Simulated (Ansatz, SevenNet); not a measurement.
# Elastic constant C33 of wurtzite AlN: levels of theory against measurement

Reference value: 388 GPa (measured, temperature not stated, no zero-point or thermal correction; as tabulated in Oses et al. (2018), arXiv:1811.08464).

### Question
What do SevenNet-0, LDA, PBE, PBE-D3(BJ), r²SCAN, B3LYP (VWN-RPA form), Hartree–Fock give, and how far is each from the reference?

### Answer

```
level (code)                   value (GPa)  cell (Å³/atom)  difference (%)
-----------------------------  -----------  --------------  --------------
SevenNet-0                             325           10.62           -16.2
LDA (Ansatz)                           370           10.21            -4.6
PBE (Ansatz)                           353           10.65            -9.0
PBE-D3(BJ) (Ansatz)                    357           10.42            -8.0
r²SCAN (Ansatz)                        385           10.40            -0.8
B3LYP (VWN-RPA form) (Ansatz)          391           10.52            +0.8
Hartree–Fock (Ansatz)                  445           10.34           +14.7
```

The reference's temperature isn't stated, so close values are not ranked against it.

The reference isn't brought to a static lattice, while the calculations are for one, so the differences are not the levels' errors alone. A static lattice is as a rule stiffer than a warm one, by over a tenth in soft solids.  PBE-D3(BJ): the dispersion coefficients are held fixed in the derivatives. Each level is taken at its own relaxed cell. Cutoffs and k meshes differ between the levels. Ansatz's density-functional and Hartree–Fock values are scalar-relativistic unless marked +SOC, with PAW data made under PBE.

Machine-learned potentials (SevenNet-0) are trained on DFT data: a solid inside that data is no test of them.

Differences are worked out from the printed values.

Ansatz is a first-principles code.
